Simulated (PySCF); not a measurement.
Species: C5H4P (charge -1).
Cartesian coordinates in Å at the PBE0-D3(BJ)/def2-SVP level; atoms count from 1:
```
atom  x, y, z in Å
C1    -1.9864    1.0948    0.9058
C2    -1.4585    0.2462    0.2106
C3    -0.8428   -0.7749   -0.6180
P4     0.7053   -1.6344    0.1215
C5     1.8816   -0.4079   -0.3019
C6     2.7754    0.3935   -0.5922
H7    -2.3970    1.8418    1.5562
H8    -0.5935   -0.3469   -1.6038
H9    -1.5817   -1.5771   -0.7965
H10    3.5272    1.1418   -0.7523
```

Computed with PySCF at PBE0/pcSseg-1, non-relativistic, on one gas-phase PBE0-D3(BJ)/def2-SVP geometry that isn't relaxed in the solvent. The solvent is an IEF-PCM continuum (cavity from Bondi-type radii × 1.2). Specific hydrogen bonds and non-electrostatic terms are outside this model.

Gas phase at PBE0/pcSseg-1: HOMO 0.41 eV, LUMO 4.81 eV.

Task: What does the continuum do to the energy and the frontier levels at PBE0/pcSseg-1 in benzene and acetonitrile?

Result: 
```
     solvent      ε  E(solvent) − E(gas) (kcal/mol)  polarisation term (kcal/mol)  distortion of the solute (kcal/mol)  HOMO (eV)  LUMO (eV)
     benzene  2.271                          -31.96                        -32.63                                 0.67      -2.16       2.43
acetonitrile  35.69                          -59.21                        -62.78                                 3.57      -4.23       0.58
```

Polarisation term: ½ Σ q·V over the induced surface charges. Distortion: the rise of the solute's own energy as its density leaves the gas-phase optimum. From benzene to acetonitrile the lowering changes by a factor 1.85, Born's factor 1 − 1/ε by 1.74 and ε itself by 15.7.

Task: Which radius a makes Born's formula ΔE = −(q²/2a)(1 − 1/ε) give the value in acetonitrile?

Result: a = q²(1 − 1/ε)/(2|ΔE|) = 2.73 Å, with q = -1 e and |ΔE| = 0.0943 Eh; the farthest nucleus lies 3.75 Å from the centroid of the nuclei. The formula assumes a point charge at the centre of a sphere.

Task: Which Hirshfeld charges (PBE0/pcSseg-1) respond most in acetonitrile (means over atoms taken as equivalent)?

Result: 
| atoms | environment | gas (e) | solvent (e) | change |
| --- | --- | --- | --- | --- |
| P4 | phosphorus bonded to 2 C | -0.307 | -0.385 | -0.078 |
| C5 | alkyne carbon | -0.176 | -0.210 | -0.034 |
| H10 | alkyne hydrogen | +0.034 | +0.067 | +0.033 |
| H7 | alkyne hydrogen | +0.058 | +0.089 | +0.031 |
| C2 | alkyne carbon | -0.054 | -0.079 | -0.025 |
| C1 | terminal alkyne carbon | -0.208 | -0.185 | +0.023 |
| C6 | terminal alkyne carbon | -0.265 | -0.245 | +0.020 |
| H8/H9 | methylene hydrogen | +0.024 | +0.039 | +0.015 |
| C3 | sp3 carbon bound to phosphorus | -0.130 | -0.129 | +0.001 |

The run took 12 s on one thread of an Arm Neoverse V1 (shared host), and the process peaked at 0.72 GiB of memory. This is the whole shielding run at PBE0/pcSseg-1 in acetonitrile, SCF included.
